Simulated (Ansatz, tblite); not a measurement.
**The cluster Al₂P₂: removing and adding an electron**

The task here is to estimate one member of a computed series from the others.

The runs use Ansatz 0.2.0, Gaussian basis; as each input shows.

Levels to be run: charge +1 doublet, at the geometry of the singlet (PBE0-D4/def2-TZVP, PBE-D4/def2-TZVP, r2SCAN-D4/def2-TZVP, LC-ωPBE(0.10)/def2-TZVP, LC-ωPBE(0.15)/def2-TZVP, LC-ωPBE(0.20)/def2-TZVP, LC-ωPBE(0.30)/def2-TZVP, CCSD(T)/def2-TZVPP); charge -1 doublet, at the geometry of the singlet (PBE0-D4/def2-TZVPD, PBE-D4/def2-TZVPD, r2SCAN-D4/def2-TZVPD, LC-ωPBE(0.10)/def2-TZVP, LC-ωPBE(0.15)/def2-TZVP, LC-ωPBE(0.20)/def2-TZVP, LC-ωPBE(0.30)/def2-TZVP, CCSD(T)/def2-TZVPD); the starting singlet's energies come from earlier runs.

**The relaxed structure**

The singlet was relaxed beforehand with PBE-D4/def2-TZVP. At that level it is the lowest of the isomers that a small search found.

4 atoms, charge 0, spin multiplicity 1.

Atoms are counted from 1 here; the program's logs count them from 0.

Bond lengths: Al1–P3 2.521 Å, Al1–P4 2.521 Å, Al2–P3 2.521 Å, Al2–P4 2.521 Å, P3–P4 2.074 Å. Angles: P3–Al1–P4 48.6°, P3–Al2–P4 48.6°, Al1–P3–Al2 131.4°, Al1–P3–P4 65.7°, Al2–P3–P4 65.7°, Al1–P4–Al2 131.4°, Al1–P4–P3 65.7°, Al2–P4–P3 65.7°.

The first run:

in.yaml

```yaml
crystal:
  periodic: [false, false, false]
  atoms:
    - {symbol: Al, position_ang: [0.231097, 1.858568, -1.330952]}
    - {symbol: Al, position_ang: [-0.231349, -1.858193, 1.331385]}
    - {symbol: P, position_ang: [-0.526316, -0.476159, -0.756161]}
    - {symbol: P, position_ang: [0.526567, 0.475783, 0.755729]}
basis:
  gaussian: {orbitals: def2-SVP}
total_charge: 1
magnetization: {spin_polarized: true, initial_magnetization: 1}
hamiltonian: {xc: pbe0, dispersion: d4}
output: {orbitals: {seedname: orbitals}}
```

Started as:

```sh
$ ansatz run in.yaml --threads 4 --pin off --events-out ev --progress --plain --max-ram 3916MiB
```

Among the steps run: Charge +1 doublet at the fixed geometry, first pass, PBE0-D4/def2-SVP; Charge +1 doublet at the fixed geometry, PBE0-D4/def2-TZVP; Charge +1 doublet at the fixed geometry, PBE-D4/def2-TZVP; Charge +1 doublet at the fixed geometry, r2SCAN-D4/def2-TZVP; Charge +1 doublet at the fixed geometry, LC-ωPBE(0.10)/def2-TZVP; Charge +1 doublet at the fixed geometry, LC-ωPBE(0.15)/def2-TZVP; Charge +1 doublet at the fixed geometry, LC-ωPBE(0.20)/def2-TZVP; Charge +1 doublet at the fixed geometry, LC-ωPBE(0.30)/def2-TZVP; Charge +1 doublet at the fixed geometry, CCSD(T)/def2-TZVPP; Charge -1 doublet at the fixed geometry, first pass, PBE0-D4/def2-SVP; Charge -1 doublet at the fixed geometry, PBE0-D4/def2-TZVPD; Charge -1 doublet at the fixed geometry, PBE-D4/def2-TZVPD; Charge -1 doublet at the fixed geometry, r2SCAN-D4/def2-TZVPD; Charge -1 doublet at the fixed geometry, LC-ωPBE(0.10)/def2-TZVP; Charge -1 doublet at the fixed geometry, LC-ωPBE(0.15)/def2-TZVP; Charge -1 doublet at the fixed geometry, LC-ωPBE(0.20)/def2-TZVP; Charge -1 doublet at the fixed geometry, LC-ωPBE(0.30)/def2-TZVP; Charge -1 doublet at the fixed geometry, CCSD(T)/def2-TZVPD.

One of the session's tables, all rows but one given; the rest of the session is left out.

It belongs to the step «Vertical electron affinity». 

```
              method  vertical electron affinity (eV)
       HF/def2-TZVPD                                ?
   PBE-D4/def2-TZVPD                             1.61
r2SCAN-D4/def2-TZVPD                             1.78
  PBE0-D4/def2-TZVPD                             1.68
      MP2/def2-TZVPD                             1.45
     CCSD/def2-TZVPD                             1.46
  CCSD(T)/def2-TZVPD                             1.49
```

Estimate the missing values for HF/def2-TZVPD.

**Answer.** vertical electron affinity (eV): 1.17. In the column «vertical electron affinity (eV)» it is the lowest.

Caveats from the session: Doubts: large T1 diagnostic, spin contamination. CCSD(T)/def2-TZVPP is no safe reference here (large T1 diagnostic, spin contamination). The closed-shell reference under CCSD(T)/def2-TZVPD is unstable towards broken spin symmetry, which adds to the doubt on it. The anion's highest level is positive in at least one run, so there the basis alone may hold the extra electron.
